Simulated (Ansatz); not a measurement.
System: litharge SnO. Method: PBE-D4 (plane waves, PAW; Ansatz, an electronic-structure program).

Question: Give the computed interlayer binding energy, layer repeat distance and gap between the layers.

Answer: 
interlayer binding energy: 34.6 meV/Å²
layer repeat distance: 4.736 Å
gap between the layers: 2.420 Å

Note: a distance lies near a switch of the dispersion term, which can move the cell.

Spin–orbit coupling is not included.

It cost around 2.6 core-minutes (rough) of CPU time.
